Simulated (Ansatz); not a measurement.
## CH4O2, SMILES OCO: the interaction energy of a dimer with the counterpoise correction, step by step

With Ansatz 0.2.0, Python API.

The cells in order, each with its output:

In [1]:
```python
import ansatz as az
```

In [2]:
```python
FIRST = [
    ("O", (-1.1304, -0.5199, -0.0876)),
    ("C", (-0.075, 0.2645, 0.3499)),
    ("O", (1.0463, -0.5406, 0.2945)),
    ("H", (-1.094, -0.4301, -1.0714)),
    ("H", (0.067, 1.1611, -0.2733)),
    ("H", (-0.2499, 0.5801, 1.3861)),
    ("H", (1.4363, -0.5153, -0.5984)),
]
SECOND = [
    ("O", (-3.9688, 0.2813, -0.8363)),
    ("C", (-4.4549, -0.6882, -1.6991)),
    ("O", (-5.5292, -1.2688, -1.0531)),
    ("H", (-4.5332, 1.0692, -1.031)),
    ("H", (-4.7721, -0.2674, -2.666)),
    ("H", (-3.6825, -1.4458, -1.8814)),
    ("H", (-6.3409, -0.7556, -1.2198)),
]

def energy(atoms, ghosts=()):
    molecule = az.Crystal.molecule()
    for symbol, xyz in atoms:
        molecule = molecule.atom(symbol, xyz)
    calc = (
        molecule.calculation()
        .basis(gaussian="def2-SVPD")
        .functional("PBE")
    )
    deck = calc.input()
    if ghosts:
        deck = deck.set(az.key.basis.gaussian.ghost_atoms, [{"symbol": s, "position_ang": list(xyz)} for s, xyz in ghosts])
    return az.Session.from_dict(deck).plan().execute().report["free_energy_ev"]
```

In [3]:
```python
# ghost atoms carry the functions of the partner
both = energy(FIRST + SECOND)
alone = energy(FIRST) + energy(SECOND)
ghosted = energy(FIRST, SECOND) + energy(SECOND, FIRST)
print(f"dimer {both:.6f} eV")
print(f"interaction, uncorrected   {23.060548 * (both - alone):8.3f} kcal/mol")
print(f"interaction, counterpoise  {23.060548 * (both - ghosted):8.3f} kcal/mol")
print(f"basis-set superposition    {23.060548 * (alone - ghosted):8.3f} kcal/mol")
```
```text
dimer -10373.236747 eV
interaction, uncorrected      1.350 kcal/mol
interaction, counterpoise     1.791 kcal/mol
basis-set superposition       0.441 kcal/mol
```

Uncorrected it is 1.350 kcal/mol, with the counterpoise correction 1.791 kcal/mol; the difference, 0.441 kcal/mol, is the superposition error. In this basis both values are repulsive.

Notes:
- The settings weren't tested for convergence.
- The dimer is a generated trial pose of unrelaxed monomers, not a minimum, so the figure is no binding energy, and the basis set is small.
- This level lacks the dispersion part of the attraction (electrostatics and induction are there), which can decide the sign where the interaction is weak.
- Hardware and time: 20 s on 1 thread of Arm Neoverse V1, on a shared host, peak memory 0.29 GiB.
